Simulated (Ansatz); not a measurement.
Basis-set extrapolation for `[O]=[Al]` radical (PBE0-D4/def2-TZVP geometry, frozen core, Ansatz). Multiplicity 2, UHF reference.

|  | cc-pV(T+d)Z | cc-pV(Q+d)Z |
| --- | --- | --- |
| HF | -316.789927 | -316.798580 |
| MP2 correlation | -0.234418 | -0.254683 |
| CCSD(T) correlation | -0.265266 | -0.284482 |

Energies in hartree. Use E(X) = E(∞) + A·exp(−5.46·√X) for Hartree–Fock and E(X) = E(∞) + B·X^(−3.05) for correlation, with X = 3 and 4.

Task: What is the CCSD(T) energy at the basis-set limit?

Result: HF limit: -316.798580 + (-0.008653) × 0.30130 = -316.80119. Correlation limit: -0.284482 + (-0.019216) × 0.71189 = -0.29816. Total: -317.09935 hartree, 27.7 kcal/mol below CCSD(T)/cc-pV(T+d)Z.

The UHF reference is spin-contaminated (⟨S²⟩ = 0.93, T1 = 0.115).
